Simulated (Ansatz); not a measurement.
# H2O⁺, doublet along the angle H2-O1-H3

Starting geometry (PBE0/def2-TZVP stationary point for this spin, not checked as a minimum):

```xyz
3

O     0.0000   -0.0646    0.0000
H     0.0000    0.5128   -0.8211
H     0.0000    0.5128    0.8211
```

From there the angle named below is changed in its plane at fixed bond lengths, both arms turning rigidly about the middle atom; atoms are numbered as listed. Energies are in kJ/mol, counted from the starting geometry at the same level.

Basis cc-pVDZ; Ansatz 0.2.0. Only valence electrons are correlated (noble-gas cores frozen). Active spaces: valence = (7e, 6o) chosen from the atoms' valence shells.

Runs in a small pair space aren't shown, since their orbitals change along the scan.

Full CI is exact within this basis and frozen core; it isn't the basis-set limit.

```csv
angle H2-O1-H3 (°),CASSCF (valence space)
70.7,95.5
87.0,25.3
103.1,0.1
109.8,0.0
118.9,7.7
137.1,42.1
157.6,91.7
180.0,126.1
```

Problem. Estimate the full CI curve in cc-pVDZ from this one, knowing how CASSCF (valence space) errs.

Solution. The computed full CI values, in kJ/mol from the starting point, and the error of CASSCF (valence space) against them:
```json
{"angle H2-O1-H3 (°)": "70.7", "full CI": "97.0", "CASSCF (valence space) less full CI": "-1.5"}
{"angle H2-O1-H3 (°)": "87.0", "full CI": "26.8", "CASSCF (valence space) less full CI": "-1.5"}
{"angle H2-O1-H3 (°)": "103.1", "full CI": "0.7", "CASSCF (valence space) less full CI": "-0.7"}
{"angle H2-O1-H3 (°)": "109.8", "full CI": "0.0", "CASSCF (valence space) less full CI": "0.0"}
{"angle H2-O1-H3 (°)": "118.9", "full CI": "6.5", "CASSCF (valence space) less full CI": "1.2"}
{"angle H2-O1-H3 (°)": "137.1", "full CI": "37.6", "CASSCF (valence space) less full CI": "4.6"}
{"angle H2-O1-H3 (°)": "157.6", "full CI": "80.6", "CASSCF (valence space) less full CI": "11.1"}
{"angle H2-O1-H3 (°)": "180.0", "full CI": "103.0", "CASSCF (valence space) less full CI": "23.1"}
```

The error spans 24.6 kJ/mol and is largest, 23.1 kJ/mol, at 180.0 °.
